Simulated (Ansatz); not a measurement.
`CC1(F)C=N1` + H₂O → `CC1(O)C=N1` + H–F at 298.15 K and 1 bar (formal hydrolysis of a C–F bond).

Calculated with Ansatz (gas phase, PBE0-D4/def2-TZVP geometries, no zero-point term in ΔE). CBS: MP2 limit from def2 TZ/QZ plus the TZ coupled-cluster correction, frozen cores. This one scheme is used for every species. Each species was taken in one conformer, which may not be the lowest.

| species | CCSD(T)/CBS energy (Eh) | H − E (kJ/mol) | S (J/(mol·K)) |
| --- | --- | --- | --- |
| `CC1(F)C=N1` | -270.97864 | 187.9 | 294.8 |
| H₂O | -76.37941 | 66.4 | 188.7 |
| `CC1(O)C=N1` | -246.96178 | 220.9 | 301.9 |
| H–F | -100.39570 | 33.5 | 173.6 |

H − E and S are ideal-gas, rigid-rotor, harmonic terms from PBE0-D4/def2-TZVP, for one conformer and one mirror image of each species. 1 Eh = 2625.50 kJ/mol, R = 8.31446 J/(mol·K).

By hand: ΔE, ΔH, ΔS and ΔG.

ΔE = (-246.96178) + (-100.39570) − (-270.97864) − (-76.37941) = 0.00057 Eh = 1.5 kJ/mol. Δ(H − E) = 220.9 + 33.5 − 187.9 − 66.4 = 0.1, so ΔH = 1.6 kJ/mol. ΔS = 301.9 + 173.6 − 294.8 − 188.7 = -8.0 J/(mol·K). ΔG = 1.6 − 298.15 × (-8.0)/1000 = 4.0 kJ/mol.

By hand: the equilibrium constant, and the temperature at which ΔG would vanish if ΔH and ΔS stayed fixed.

log₁₀ K = −ΔG/(RT ln 10) = -0.7. ΔH and −TΔS have one sign here, so there is no such temperature. One of them is within its doubt of zero, so this could turn.

TΔS isn't small against ΔH here. The sign of ΔG lies within the doubt. A doubt of 5 kJ/mol in ΔE shifts log₁₀ K by 0.9 here. Other conformers and mirror images would add mixing entropy, several J/(mol·K) or more a flexible species. These are equilibria of isolated gas molecules and say nothing of rates. Largest T1 diagnostic: 0.012 (customary marks: 0.02 for closed shells, 0.045 for open ones).
